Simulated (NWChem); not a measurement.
Species: SiO cation, doublet; SMILES of the neutral closed-shell parent O=[Si]

```xyz
2

Si     0.0000     0.0000     0.5666
O      0.0000     0.0000    -0.9718
```
Atoms are numbered in this order, from 1.

Coordinates come from a B3LYP/6-31G* (spherical d), spin-unrestricted optimisation. The spin multiplicity was typed, not searched, and may not be the lowest. No stability test was run on the SCF state.

Task: List the 6 lowest vertical excitations from PBE/def2-SVPD, spin-unrestricted, TDA (NWChem).

Result: 
```json
[
 {"state": "state 1", "energy (eV)": "0.87", "oscillator strength": "0.001", "<S²>": "0.76"},
 {"state": "state 2", "energy (eV)": "0.87", "oscillator strength": "0.001", "<S²>": "0.76"},
 {"state": "state 3", "energy (eV)": "3.80", "oscillator strength": "0.039", "<S²>": "0.96"},
 {"state": "state 4", "energy (eV)": "4.92", "oscillator strength": "0.006", "<S²>": "2.54"},
 {"state": "state 5", "energy (eV)": "5.11", "oscillator strength": "0.000", "<S²>": "2.66"},
 {"state": "state 6", "energy (eV)": "5.11", "oscillator strength": "0.000", "<S²>": "2.66"}
]
```
